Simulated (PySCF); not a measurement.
# C2H4B−: a tour of settings

Aim: see how C2H4B− (`[BH3-]C#C`) answers to the choice of functional, basis, grid and SCF options, and what happens with inputs that are wrong on purpose.

Computed with PySCF 2.14.0, with density-fitted response routines of our own, on a single molecule, in the gas phase or a continuum. Atoms count from 0, in the outputs and in this text.

## (1) The molecule as given

7 atoms, charge -1, multiplicity 1; geometry from: GFN2-xTB.

Bonds of the start (Å): B0–C1 1.57, C1–C2 1.20, B0–H3 1.23, B0–H4 1.23, B0–H5 1.23, C2–H6 1.06.

## (2) TDDFT and polarisability: KT3/ANO-RCC-VDZP

What the job is given:

```
{"job": {"kind": "uv", "xc": "KT3", "basis": "ANO-RCC-VDZP", "nstates": 6, "ntriplets": 5, "tda": true}, "charge": -1, "multiplicity": 1}
B     -0.990905     0.080713     0.010006
C      0.578025    -0.046235    -0.011648
C      1.779002    -0.142098    -0.028466
H     -1.466293    -0.544623    -0.937382
H     -1.425712    -0.380219     1.064877
H     -1.307772     1.266314    -0.080215
H      2.836990    -0.228948    -0.044249
```

Method: TDA KT3/ANO-RCC-VDZP, vertical, gas phase, core orbitals frozen in the response.

The run is started by

```bash
$ OMP_NUM_THREADS=1 python probes_run.py task.json out
```

The driver reads the jobs from task.json and runs them one after another.

Standard output:

```text
coarse grid: 5744 points
cycle   1  E = -105.1025956148  dE =  1.085e-01  |g| = 5.808e-01  |ddm| = 3.564e+00
cycle   2  E = -104.8782848995  dE =  2.243e-01  |g| = 1.004e+00  |ddm| = 3.022e+00
cycle   3  E = -105.1902351138  dE = -3.120e-01  |g| = 3.949e-01  |ddm| = 2.219e+00
cycle   4  E = -105.2329377388  dE = -4.270e-02  |g| = 2.707e-02  |ddm| = 4.327e-01
cycle   5  E = -105.2330969315  dE = -1.592e-04  |g| = 1.428e-02  |ddm| = 5.935e-02
cycle   6  E = -105.2331721082  dE = -7.518e-05  |g| = 3.623e-03  |ddm| = 2.313e-02
cycle   7  E = -105.2331760695  dE = -3.961e-06  |g| = 6.036e-04  |ddm| = 4.760e-03
final grid: 55112 points
cycle   8  E = -105.2251179291  dE = -4.313e-05  |g| = 4.690e-03  |ddm| = 9.674e-02
cycle   9  E = -105.2251120817  dE =  5.847e-06  |g| = 6.427e-03  |ddm| = 1.028e-02
cycle  10  E = -105.2251226681  dE = -1.059e-05  |g| = 2.282e-03  |ddm| = 7.458e-03
cycle  11  E = -105.2251240464  dE = -1.378e-06  |g| = 3.745e-04  |ddm| = 2.581e-03
cycle  12  E = -105.2251240947  dE = -4.830e-08  |g| = 3.631e-05  |ddm| = 5.524e-04
cycle  13  E = -105.2251240953  dE = -5.364e-10  |g| = 8.501e-06  |ddm| = 7.020e-05
converged SCF energy = -105.2251240953

Static polarisability (au): isotropic 44.043, principal 34.443 34.451 63.234

Singlet excitations
state   eV       nm        f      main configurations
  1   4.2864    289.3   0.00334   H->L 1.00
  2   4.2871    289.2   0.00334   H-1->L 1.00
  3   5.4711    226.6   0.02112   H->L+1 1.00
  4   5.4717    226.6   0.02107   H-1->L+1 1.00
  5   5.9810    207.3   0.01771   H-2->L 1.00
  6   5.9823    207.3   0.01770   H-3->L 1.00

Triplet excitations (Tamm-Dancoff, eV): 4.1985 4.1991 5.2805 5.3298 5.3306
```

It took 5.4 s on 1 thread of Arm Neoverse V2, shared host; peak memory 0.3 GiB.

Frontier orbitals and where they lie:

```csv
orbital,eV,atoms
HOMO−3,-1.98,"B0 33 %, C1 24 %, C2 15 %"
HOMO−2,-1.98,"B0 33 %, C1 24 %, H4 16 %"
HOMO−1,-0.27,"C2 36 %, C1 23 %, B0 18 %"
HOMO,-0.27,"C2 36 %, C1 23 %, B0 18 %"
LUMO,3.98,"H6 79 %, C2 14 %"
LUMO+1,5.15,"H5 25 %, H4 25 %, H3 25 %"
LUMO+2,6.17,"C1 34 %, C2 30 %, B0 13 %"
```

With each of the 6 states as a Gaussian band of 0.4 eV half-width at 1/e, the curve within the window shown has maxima at 289 nm (ε 270), 220 nm (ε 2,100) L/(mol cm). Beyond the last state computed it falls off for lack of states. The curve at chosen wavelengths:

```csv
nm,ε (L/mol/cm)
197,843
203,1468
208,1832
214,2051
219,2120
225,2038
230,1778
236,1292
241,869
247,472
252,268
258,154
263,134
269,160
274,199
280,243
285,265
291,269
296,253
302,218
307,181
313,137
318,103
324,70
329,49
335,31
```

Further results of this job:

| property | computed |
| --- | --- |
| polarisability (Å³) | 6.53 |
| HOMO–LUMO gap (eV) | 4.26 |
| −ε(HOMO) (eV) | 0.27 |

## (3) NMR shieldings: CAM-B3LYP/MINI

Settings changed since step 2:

```diff
@@ -1,2 +1,2 @@
-{"job": {"kind": "uv", "xc": "KT3", "basis": "ANO-RCC-VDZP", "nstates": 6, "ntriplets": 5, "tda": true}, "charge": -1, "multiplicity": 1}
+{"job": {"kind": "nmr", "xc": "CAM-B3LYP", "basis": "MINI", "pop": true}, "charge": -1, "multiplicity": 1}
 B     -0.990905     0.080713     0.010006
```

Method: GIAO CAM-B3LYP/MINI NMR shielding, non-relativistic, gas phase.

Standard output:

```text
coarse grid: 5744 points
cycle   1  E = -102.5120014472  dE =  1.444e-01  |g| = 1.998e-01  |ddm| = 4.080e+00
cycle   2  E = -102.5184959603  dE = -6.495e-03  |g| = 2.063e-01  |ddm| = 5.829e-01
cycle   3  E = -102.5302346268  dE = -1.174e-02  |g| = 4.571e-02  |ddm| = 2.984e-01
cycle   4  E = -102.5309100062  dE = -6.754e-04  |g| = 4.187e-03  |ddm| = 6.672e-02
cycle   5  E = -102.5309170039  dE = -6.998e-06  |g| = 2.479e-04  |ddm| = 9.336e-03
final grid: 55112 points
cycle   6  E = -102.5275813371  dE = -2.302e-06  |g| = 5.612e-04  |ddm| = 6.588e-03
cycle   7  E = -102.5275814643  dE = -1.272e-07  |g| = 1.723e-04  |ddm| = 1.582e-03
cycle   8  E = -102.5275814745  dE = -1.024e-08  |g| = 7.473e-05  |ddm| = 4.056e-04
cycle   9  E = -102.5275814760  dE = -1.487e-09  |g| = 2.969e-05  |ddm| = 1.246e-04
cycle  10  E = -102.5275814763  dE = -2.710e-10  |g| = 1.340e-06  |ddm| = 3.816e-05
converged SCF energy = -102.5275814763

GIAO shielding tensors (ppm)
atom      isotropic    diamagn.    paramagn.     s11        s22        s33       span
  0 B      173.324     189.595     -16.271    168.224    168.229    183.520     15.297
  1 C      141.714     258.432    -116.718     66.846     66.851    291.444    224.598
  2 C      162.359     264.151    -101.792    113.280    113.283    260.514    147.234
  3 H       31.301      29.090       2.211     27.921     30.058     35.924      8.002
  4 H       31.304      29.088       2.216     27.925     30.060     35.925      8.000
  5 H       31.303      29.091       2.212     27.923     30.061     35.925      8.003
  6 H       29.085      29.137      -0.052     23.883     23.883     39.488     15.605
```

It took 0.96 s on 1 thread of Arm Neoverse V2, shared host; peak memory 0.31 GiB.

The references, computed at this level on geometries of the same kind, shield at (ppm): 1H TMS 30.79, 13C TMS 226.2. Their shielding less the atom's gives the shift. The references are single molecules in the gas phase. Atoms listed in one row are averaged.

| atoms | environment | σ (ppm) | δ (ppm) |
| --- | --- | --- | --- |
| C1 | alkyne carbon | 141.7 | 84.5 |
| C2 | terminal alkyne carbon | 162.4 | 63.8 |
| H6 | hydrogen on a terminal alkyne carbon | 29.08 | 1.70 |
| H3, H4, H5 | hydrogen on a boron bonded to C | 31.30 | -0.52 |
| B0 | boron bonded to C, 3 H | 173.3 | – |

Charges from the same density, by scheme (e):

```
atoms  Mulliken    IAO  Hirshfeld  ESP fit
   B0     -0.47  -0.63      -0.21    -0.49
   C1     -0.19  -0.06      -0.16     0.16
   C2     -0.44  -0.37      -0.27    -0.67
```

Mayer bond orders: B0–C1 0.93, C1–C2 2.90.

## (4) NMR shieldings: HCTH407/aug-cc-pVDZ in water

Settings changed since step 3:

```diff
@@ -1,2 +1,2 @@
-{"job": {"kind": "nmr", "xc": "CAM-B3LYP", "basis": "MINI", "pop": true}, "charge": -1, "multiplicity": 1}
+{"job": {"kind": "nmr", "xc": "HCTH407", "basis": "aug-cc-pVDZ", "solvent": "water", "pop": false}, "charge": -1, "multiplicity": 1}
 B     -0.990905     0.080713     0.010006
```

Method: GIAO HCTH407/aug-cc-pVDZ NMR shielding, non-relativistic, IEF-PCM water.

Standard output:

```text
coarse grid: 5744 points
cycle   1  E = -103.4185001466  dE = -1.465e-02  |g| = 5.502e-01  |ddm| = 1.351e+01
cycle   2  E = -103.2659325965  dE =  1.526e-01  |g| = 8.515e-01  |ddm| = 6.773e+00
cycle   3  E = -103.5191816878  dE = -2.532e-01  |g| = 2.603e-01  |ddm| = 4.535e+00
cycle   4  E = -103.5365483057  dE = -1.737e-02  |g| = 3.661e-02  |ddm| = 7.094e-01
cycle   5  E = -103.5368301135  dE = -2.818e-04  |g| = 1.902e-02  |ddm| = 7.677e-01
cycle   6  E = -103.5369510900  dE = -1.210e-04  |g| = 2.728e-03  |ddm| = 1.333e-01
cycle   7  E = -103.5369533979  dE = -2.308e-06  |g| = 4.376e-04  |ddm| = 3.362e-02
final grid: 55112 points
cycle   8  E = -103.5447995610  dE = -3.745e-05  |g| = 5.473e-03  |ddm| = 2.747e-01
cycle   9  E = -103.5447897137  dE =  9.847e-06  |g| = 7.649e-03  |ddm| = 9.240e-02
cycle  10  E = -103.5448077717  dE = -1.806e-05  |g| = 3.017e-03  |ddm| = 4.319e-02
cycle  11  E = -103.5448101656  dE = -2.394e-06  |g| = 1.463e-04  |ddm| = 6.085e-03
cycle  12  E = -103.5448101724  dE = -6.765e-09  |g| = 5.089e-05  |ddm| = 9.486e-04
cycle  13  E = -103.5448101731  dE = -6.802e-10  |g| = 1.554e-05  |ddm| = 2.387e-04
converged SCF energy = -103.5448101731

GIAO shielding tensors (ppm)
atom      isotropic    diamagn.    paramagn.     s11        s22        s33       span
  0 B      154.267     246.984     -92.717    149.528    149.551    163.723     14.195
  1 C       92.775     252.221    -159.446     -5.054     -5.036    288.414    293.469
  2 C      130.178     250.307    -120.129     66.121     66.126    258.286    192.164
  3 H       30.917      34.763      -3.847     28.346     30.205     34.199      5.853
  4 H       30.921      34.787      -3.866     28.352     30.210     34.201      5.849
  5 H       30.917      34.765      -3.848     28.346     30.207     34.198      5.852
  6 H       30.386      34.805      -4.419     25.256     25.256     40.645     15.390
```

It took 2.4 s on 1 thread of Arm Neoverse V2, shared host; peak memory 0.41 GiB.

In short: σ C1 92.8, C2 130.2, B0 154.3, H6 30.39, H3 30.92 ppm (means over like atoms).

## (5) Shielding tensors: PBE0/pcJ-1 in chloroform

Settings changed since step 4:

```diff
@@ -1,2 +1,2 @@
-{"job": {"kind": "nmr", "xc": "HCTH407", "basis": "aug-cc-pVDZ", "solvent": "water", "pop": false}, "charge": -1, "multiplicity": 1}
+{"job": {"kind": "nmr", "xc": "PBE0", "basis": "pcJ-1", "solvent": "chloroform", "pop": true}, "charge": -1, "multiplicity": 1}
 B     -0.990905     0.080713     0.010006
```

With the program's defaults for keys left out, this is: GIAO PBE0/pcJ-1 NMR shielding, non-relativistic, IEF-PCM chloroform.

Standard output:

```text
coarse grid: 5744 points
cycle   1  E = -103.2739152510  dE = -5.564e-03  |g| = 4.743e-01  |ddm| = 2.127e+00
cycle   2  E = -103.2697866998  dE =  4.129e-03  |g| = 5.158e-01  |ddm| = 1.089e+00
cycle   3  E = -103.3461962495  dE = -7.641e-02  |g| = 1.701e-01  |ddm| = 5.671e-01
cycle   4  E = -103.3530494874  dE = -6.853e-03  |g| = 2.269e-02  |ddm| = 1.144e-01
cycle   5  E = -103.3531688342  dE = -1.193e-04  |g| = 4.771e-03  |ddm| = 2.482e-02
cycle   6  E = -103.3531753030  dE = -6.469e-06  |g| = 1.345e-03  |ddm| = 6.189e-03
final grid: 55112 points
cycle   7  E = -103.3726827376  dE = -4.444e-05  |g| = 3.806e-03  |ddm| = 1.786e-02
cycle   8  E = -103.3726835236  dE = -7.861e-07  |g| = 3.543e-03  |ddm| = 7.111e-03
cycle   9  E = -103.3726871066  dE = -3.583e-06  |g| = 3.541e-04  |ddm| = 3.357e-03
cycle  10  E = -103.3726871027  dE =  3.925e-09  |g| = 3.702e-04  |ddm| = 4.300e-04
cycle  11  E = -103.3726871354  dE = -3.273e-08  |g| = 5.104e-05  |ddm| = 2.443e-04
cycle  12  E = -103.3726871362  dE = -7.213e-10  |g| = 7.099e-06  |ddm| = 5.462e-05
converged SCF energy = -103.3726871362

GIAO shielding tensors (ppm)
atom      isotropic    diamagn.    paramagn.     s11        s22        s33       span
  0 B      150.082     188.645     -38.564    145.056    145.063    160.125     15.069
  1 C       69.783     251.934    -182.152    -41.227    -41.211    291.786    333.013
  2 C      108.562     266.404    -157.842     34.705     34.723    256.258    221.553
  3 H       31.028      29.710       1.318     28.251     30.353     34.481      6.230
  4 H       31.032      29.716       1.317     28.256     30.357     34.483      6.227
  5 H       31.028      29.712       1.316     28.250     30.354     34.480      6.231
  6 H       30.487      32.556      -2.069     25.241     25.242     40.979     15.737
```

Wall time 3.5 s (1 thread of Arm Neoverse V2, shared host); peak memory 0.44 GiB.

Key values: σ C1 69.8, C2 108.6, B0 150.1, H6 30.49, H3 31.03 ppm (means over like atoms).

## (6) Shielding tensors: PBE0/cc-pVTZ

Settings changed since step 5:

```diff
@@ -1,2 +1,2 @@
-{"job": {"kind": "nmr", "xc": "PBE0", "basis": "pcJ-1", "solvent": "chloroform", "pop": true}, "charge": -1, "multiplicity": 1}
+{"job": {"kind": "nmr", "xc": "PBE0", "basis": "cc-pVTZ", "pop": false, "scf": {"max_cycle": 3}}, "charge": -1, "multiplicity": 1}
 B     -0.990905     0.080713     0.010006
```

With the program's defaults for keys left out, this is: GIAO PBE0/cc-pVTZ NMR shielding, non-relativistic, gas phase.

Standard output:

```text
final grid: 55112 points
cycle   1  E = -103.2344248714  dE =  9.314e-02  |g| = 5.082e-01  |ddm| = 5.569e+00
cycle   2  E = -103.1930306535  dE =  4.139e-02  |g| = 6.520e-01  |ddm| = 2.492e+00
cycle   3  E = -103.3157021314  dE = -1.227e-01  |g| = 2.124e-01  |ddm| = 1.314e+00
SCF not converged, last energy = -103.3157021314
```

It took 1 s on 1 thread of Arm Neoverse V2, shared host; peak memory 0.51 GiB.

Diagnosis: The cap of 3 cycles ended the SCF at a gradient of 2.1e-01. The remedy is to raise the cap. Numbers printed on the way are no properties of the molecule.

## (7) Side by side: NMR shifts

Isotropic shieldings (ppm), means over like atoms, with basis size and wall time:

```
                         run     C1     C2     H6     H3     B0  functions    time
              CAM-B3LYP/MINI  141.7  162.4  29.08  31.30  173.3         19  0.96 s
HCTH407/aug-cc-pVDZ in water   92.8  130.2  30.39  30.92  154.3        105   2.4 s
    PBE0/pcJ-1 in chloroform   69.8  108.6  30.49  31.03  150.1        121   3.5 s
```

## (8) Outcome

```
                                                               quantity                                            value
                                      lowest singlet (KT3/ANO-RCC-VDZP)                      4.29 eV (289 nm), f = 0.003
                               brightest single state of those computed                      state 3, 5.47 eV, f = 0.021
                                                         lowest triplet                                          4.20 eV
                                13C shifts against TMS (CAM-B3LYP/MINI)                                   84.5, 63.8 ppm
1H shifts against TMS (CAM-B3LYP/MINI, means over atoms taken as alike)                                  1.70, -0.52 ppm
                                       shieldings of B (CAM-B3LYP/MINI)                                     B0 173.3 ppm
                                           range of the shielding of C1                                69.8 to 141.7 ppm
                                          property runs in this session  5, of which 1 failed and 1 gave unsound results
```

In words: Single values in the summary come from the first run of each kind that ended normally (KT3/ANO-RCC-VDZP; CAM-B3LYP/MINI), which need not be the best level. A minimal basis gives no usable values, so read them as a test of settings alone. The lowest singlet, at 4.29 eV, is HOMO→LUMO 1.00 and is weak; of the 6 states computed, the strongest absorption comes from states 3 to 4 together at 5.47 eV. The lowest triplet lies 0.09 eV below the lowest singlet. The lowest singlet lies above −ε(HOMO); no detachment energy was computed, so the anion's states may not be bound. At CAM-B3LYP/MINI: Shielding is most anisotropic at C1 (span 225 ppm, paramagnetic term -117 ppm). Across the 3 runs the shielding of C1 moves most, between 69.8 (PBE0/pcJ-1 in chloroform) and 141.7 ppm (CAM-B3LYP/MINI). A minimal basis is unusable for shieldings, so that end is no result.
